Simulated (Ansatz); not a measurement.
Species, as SMILES: OCl (OH-Cl).
Atoms: O1, H2, Cl3. Bonds: O1-H2, O1-Cl3.

How fast the optimised O1-Cl3 bond length converges with the basis for several methods (Ansatz, a first-principles code): deviation from each method's own reference, in Å. References: HF 1.6413 Å, the value in aug-pcseg-3; MP2 1.6824 Å, the value in aug-pcseg-3; PBE 1.7079 Å, the value in aug-pcseg-3; PBE0 1.6736 Å, the value in aug-pcseg-3. Cartesian d functions, on some or all atoms, in 6-31G*, 6-31G**; all else is spherical. In correlated methods cores are frozen. Core-valence sets carry the plain set on hydrogen. No added dispersion term, no relativity. The reference of a correlated method is not its basis-set limit, which lies further on.

| basis | functions | HF | MP2 | PBE | PBE0 |
|---|---|---|---|---|---|
| pcseg-0 | 24 | 0.1526 | 0.1821 | 0.1644 | (withheld) |
| def2-SV(P) | 34 | 0.0283 | 0.0298 | 0.0237 | (withheld) |
| 6-31G* | 36 | 0.0289 | 0.0350 | 0.0294 | (withheld) |
| pcseg-1 | 37 | 0.0410 | 0.0538 | 0.0407 | (withheld) |
| 6-31G** | 39 | 0.0274 | 0.0337 | 0.0285 | (withheld) |
| 6-311++G(2d,2p) | 72 | 0.0217 | 0.0362 | 0.0222 | (withheld) |
| cc-pV(T+d)Z | 83 | 0.0040 | 0.0074 | 0.0035 | (withheld) |
| def2-TZVPD | 95 | 0.0024 | 0.0077 | 0.0026 | (withheld) |
| 6-311++G(3df,3pd) | 104 | 0.0023 | 0.0047 | 0.0017 | (withheld) |
| cc-pCVTZ | 116 | 0.0039 | 0.0069 | 0.0035 | (withheld) |
| def2-QZVPPD | 178 | 0.0004 | 0.0015 | 0.0010 | (withheld) |
| aug-cc-pV(Q+d)Z | 215 | 0.0006 | 0.0013 | 0.0007 | (withheld) |

Q: Fill in the missing entries.

A: 
- pcseg-0, PBE0: 0.1627
- def2-SV(P), PBE0: 0.0244
- 6-31G*, PBE0: 0.0281
- pcseg-1, PBE0: 0.0395
- 6-31G**, PBE0: 0.0271
- 6-311++G(2d,2p), PBE0: 0.0213
- cc-pV(T+d)Z, PBE0: 0.0035
- def2-TZVPD, PBE0: 0.0023
- 6-311++G(3df,3pd), PBE0: 0.0017
- cc-pCVTZ, PBE0: 0.0035
- def2-QZVPPD, PBE0: 0.0007
- aug-cc-pV(Q+d)Z, PBE0: 0.0007

Mean absolute deviation over 6-311++G(2d,2p), cc-pV(T+d)Z, def2-TZVPD, 6-311++G(3df,3pd), cc-pCVTZ: PBE0 0.0065, PBE 0.0067, HF 0.0069, MP2 0.0126 Å.
